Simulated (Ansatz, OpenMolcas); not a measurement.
# Worked example: vertical energy of the triplet above the singlet of H2S (hydrogen sulfide)

H2S has 3 atoms, charge 0, and is taken as a singlet. SMILES: `S`. Geometry: relaxed at PBE0-D4/def2-TZVP.

```tsv
atom	x (Å)	y (Å)	z (Å)
S	0.4955	-0.2806	0.2439
H	0.0979	0.9977	0.1624
H	-0.5934	-0.7171	-0.4063
```

Both states at this one shape; open shells run unrestricted unless said. 1 Eh = 27.2114 eV.

```tsv
level	program	singlet H2S (Eh)	triplet H2S (Eh)
HF/aug-cc-pVQZ (RICD fitting)	OpenMolcas	-398.718023	-398.527073
revPBE/aug-cc-pVTZ	Ansatz	-399.338810	-399.138070
r2SCAN/aug-cc-pVTZ	Ansatz	-399.379310	-399.177006
PBE-QIDH/aug-cc-pVTZ, 5 core orbitals frozen	Ansatz	-399.184937	-398.974772
```

Q: Work out the vertical gap, second state less first, at each level.

A: 
1. HF/aug-cc-pVQZ (RICD fitting): -398.527073 − (-398.718023) = 0.190950 Eh = 5.20 eV.
2. revPBE/aug-cc-pVTZ: -399.138070 − (-399.338810) = 0.200740 Eh = 5.46 eV.
3. r2SCAN/aug-cc-pVTZ: -399.177006 − (-399.379310) = 0.202304 Eh = 5.50 eV.
4. PBE-QIDH/aug-cc-pVTZ: -398.974772 − (-399.184937) = 0.210165 Eh = 5.72 eV.

No measured value is set beside it here; the levels span 5.20 to 5.72 eV. Hartree–Fock favours the state with fewer electron pairs, since it lacks pair correlation.
